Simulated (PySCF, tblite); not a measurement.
Isomers of C3H7P, one GFN2-xTB conformer each. Single-point energies are computed at PBE0/pcSseg-1 (PySCF, gas phase, no added dispersion term), electronic only.

| SMILES | GFN2-xTB relative energy (kJ/mol) |
| --- | --- |
| C/C=C\P | 24.8 |
| CP1CC1 | 0.0 |

Conformers: `[CH3:1]/[CH:2]=[CH:3]\[PH2:4]` with C2–C3–P4–H -46° and 46°.

Task: What does PBE0/pcSseg-1 give for the same structures?

Result: 
```tsv
SMILES	PBE0/pcSseg-1 E (Eh)	PBE0/pcSseg-1 (kJ/mol)	GFN2-xTB (kJ/mol)	point group
CP1CC1	-459.55290	0.0	0.0	near Cs
C/C=C\P	-459.53725	41.1	24.8	Cs
```

Both levels put the same isomer lowest. As drawn, the lower has a three-membered ring, which the higher lacks; the higher has a C=C bond outside aromatic rings, which the lower lacks.

Task: Which frontier levels, dipoles and rotational constants go with these structures?

Result: 
```csv
SMILES,"HOMO (eV, PBE0/pcSseg-1)",LUMO (eV),dipole (D),"A, B, C (MHz)"
CP1CC1,-7.08,0.89,1.28,"10398, 4868, 4617"
C/C=C\P,-7.38,-0.39,1.81,"13058, 3380, 2791"
```

Task: What happens when harmonic zero-point energies from GFN2-xTB frequencies are added?

Result: 
| SMILES | ZPE (kJ/mol) | electronic (kJ/mol) | with ZPE (kJ/mol) |
| --- | --- | --- | --- |
| CP1CC1 | 237.0 | 0.0 | 0.0 |
| C/C=C\P | 225.8 | 41.1 | 29.8 |

The zero-point energies span 11.2 kJ/mol. The order is unchanged.
